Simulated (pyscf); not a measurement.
O=Sn=O (SMILES [O]=[Sn]=[O]) + H₃C–OH (SMILES CO) → H₃C–O–Sn(=O)–OH (SMILES C[O][Sn](=[O])[OH]) (addition across a multiple bond or ene-type step; singlet surface; H–O broken, O–Sn, H–O formed). Single points on ωB97X-D3(BJ)/def2-SVP structures (PySCF, gas phase). Energies in eV from the separated reactants.

| level | barrier | reaction energy |
|---|---|---|
| r²SCAN/def2-TZVP | -0.57 | -1.87 |
| B3LYP-D3(BJ)/def2-TZVP | -0.47 | -1.84 |
| PBE0-D3(BJ)/def2-TZVP | -0.57 | -1.95 |
| M06-2X/def2-TZVP | -0.65 | -2.24 |
| ωB97M-D3(BJ)/def2-TZVP | -0.50 | -1.99 |
| HF/def2-TZVP | -0.18 | -2.31 |

On the reactant side the descent ends in an adduct with a O–Sn contact, 0.95 eV under the separated species and 0.37 eV under the saddle at ωB97X-D3(BJ)/def2-TZVP. At r²SCAN, B3LYP-D3(BJ), PBE0-D3(BJ), M06-2X, ωB97M-D3(BJ)/def2-TZVP, HF the saddle lies under the separated reactants, which points to a path from their complex (located at ωB97X-D3(BJ) alone). What is counted as formed (O–Sn) is already present as a longer contact in the reactant adduct; forming that adduct is a step of its own. One saddle was located; it need not be the lowest between these sides. Elements past Kr carry the def2 core potentials, without spin-orbit coupling.
